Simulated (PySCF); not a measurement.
Ligands exchanged one at a time, B F-H. All species are isolated molecules in the gas phase. Strings in code marks are SMILES.

Level of theory: B3LYP-D3(BJ)/def2-TZVP (PySCF 2.14.0). B3LYP has the VWN-RPA correlation part, as in Gaussian. Delta-SCF ions had no search for a lower state. Excitations are Tamm–Dancoff values on a coarser integration grid. The basis has no diffuse functions, so Rydberg states are missing or too high.

| species | vertical ionisation energy (Delta-SCF) (eV) | S1 excitation (TDA) (eV) | S1 oscillator strength |
|---|---|---|---|
| 0 of 3 F replaced by H (`FB(F)F`) | 15.21 | 10.48 | 0.000 |
| 1 of 3 F replaced by H (`FBF`) | 14.06 | 8.61 | 0.054 |
| 2 of 3 F replaced by H | 12.50 | 6.08 | 0.000 |
